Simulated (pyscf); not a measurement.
Optimised with ωB97X-D3(BJ)/def2-SVP in PySCF.

Task: How much does it cost (ΔH, 298 K, ωB97M-D3(BJ)/def2-TZVP) to split H₃Si–Si(SiH₃)(Cl)–SiH₂–Cl at its Cl–Si bond into •H₂Si–Si(SiH₃)(SiH₃)–Cl + Cl•?

Result: Cl–Si to •H₂Si–Si(SiH₃)(SiH₃)–Cl + Cl•: 106.6 kcal/mol. The 7 functionals that were run give +102.2 (B3LYP-D3(BJ)) to +108.2 kcal/mol (ωB97X-D3(BJ)). •H₂Si–Si(SiH₃)(SiH₃)–Cl lies 6.3 kcal/mol over its isomer H₃Si–Si•(SiH₃)–SiH₂–Cl, and others may lie lower still (electronic energy, ωB97M-D3(BJ)). Left out: the spin-orbit lowering of Cl.
